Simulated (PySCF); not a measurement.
## BH5Si: core ionisation energies

Species: boranylsilane, BH5Si.
Structure used (PBE0-D3(BJ)/def2-SVP), in Å, numbered top down from 1:
```xyz
7
BH5Si angstrom
B      1.2126   -0.1073   -0.0148
Si    -0.7930    0.0905   -0.0451
H      1.9709    0.8329    0.0073
H      1.6965   -1.2153    0.0075
H     -1.3114   -0.3998    1.2763
H     -1.2858    1.4881   -0.2464
H     -1.3913   -0.7813   -1.1075
```

Method used: delta-SCF UKS SCAN, pcX-2 on the ionised atom, pcseg-1 elsewhere, spin-free X2C in PySCF. Vertical ΔSCF values, vacuum level as zero.

Q: Give the core binding energies atom by atom.

A: 
```json
{"atom(s)": "Si2", "bonded to": "3 H and B", "level": "Si 1s", "binding energy (eV)": "1846.32", "2p1/2 (eV)": "–", "count": "1"}
{"atom(s)": "B1", "bonded to": "2 H and Si", "level": "B 1s", "binding energy (eV)": "196.62", "2p1/2 (eV)": "–", "count": "1"}
{"atom(s)": "Si2", "bonded to": "3 H and B", "level": "Si 2p3/2", "binding energy (eV)": "106.62", "2p1/2 (eV)": "107.25", "count": "1"}
```

Q: Which photon wavelength matches the B 1s of B1 threshold?

A: λ = hc/E = 12398.42 eV Å / 196.62 eV = 63.058 Å.

The 2p values add to the ΔSCF energy of one spin-free hole a correction within the shell (spin–orbit coupling, ligand field). 2p1/2 minus 2p3/2 (ligand field included): Si 0.62 eV. Isolated species at its PBE0-D3(BJ)/def2-SVP geometry, gas phase.
